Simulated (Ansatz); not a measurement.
How far each method lies from full CI for BGe⁺, singlet

Geometry: that of the BGe, doublet, kept fixed. The triplet lies 0.6 eV lower here.

```yaml
atoms:
  - { symbol: Ge, position_ang: [0.0000, 0.0000, 0.0000] }
  - { symbol: B, position_ang: [0.0000, 0.0000, 1.9875] }
```

Basis cc-pVDZ; Ansatz 0.2.0. Correlated methods freeze the noble-gas cores and the filled d shells of p-block atoms, which leaves 6 electrons in 26 orbitals. Prefix R: restricted or restricted open-shell reference; prefix U: unrestricted. Active spaces: valence = (6e, 8o) chosen from the atoms' valence shells. No spin–orbit coupling is included, and no scalar relativity.

Full CI is exact within this basis and frozen core; it isn't the basis-set limit. The frozen core follows each run's orbitals, which can shift R against U totals by a few meV for light atoms and by up to 0.1 eV past Ca.

Coupled cluster chose its determinant by a search with trial CCSD, here up to 0.21 eV above the lowest Hartree–Fock solution of its kind.

```
UHF ⟨S²⟩                            : 1.033
⟨S²⟩ of the determinant under UCCSD : 1.012
T1 diagnostic (RCCSD)               : 0.0377
largest doubles amplitude (RCCSD)   : 0.182
```

```tsv
level	E − E(full CI) (kJ/mol)	share of correlation (%)	wall time
RCCSDT	10.6	97.71	–
RCCSDT(Q)	4.2	99.10	9.5 s
RCCSDTQ*	0.4	99.91	34 s
CASSCF (valence space)	160.0	65.42	–
NEVPT2 (valence space)	35.0	92.43	7.5 s
MRCISD (valence space)	4.8	98.96	–
MRCISD+Q (valence space)	-2.0	100.44	9 s
```

An asterisk marks runs whose energy the program itself flagged as in doubt.

The correlation energy at full CI, counted from the determinant under the R cluster runs, is -4.794 eV. That run took 19 s on 1 thread of AMD EPYC 7R43, shared host over 1,690,944 determinants.

Run but not shown, since their state, orbitals or frozen core can't be matched to the reference's or they repeat it: RHF, UHF, RMP2, UMP2, CISD, RCCSD, UCCSD, RCCSD(T), UCCSD(T), BCCD(T), UCCSDT, CISDTQ, UCCSDT(Q).

Times hold each run's SCF and search for its determinant on a shared host, so for small cases they say little of a method's own cost; they ran on 1 thread of AMD EPYC 7R43.

Not variational, and here over 5 meV under the exact energy: MRCISD+Q (valence space).

Unrestricted levels hold only the spin's projection, and here they fall towards a lower state of higher spin.

The full-CI state has the irrep A1 of C2v, in the program's axes (one component, if the state is degenerate).

Natural occupations of full CI about the gap: 1.940 1.810 0.950 0.915 0.140 0.087 0.084 0.018 0.009 0.006; effectively unpaired electrons, Σ n²(2−n)², 2.24. No single determinant describes this state well, so single-reference rows can miss without a flag.
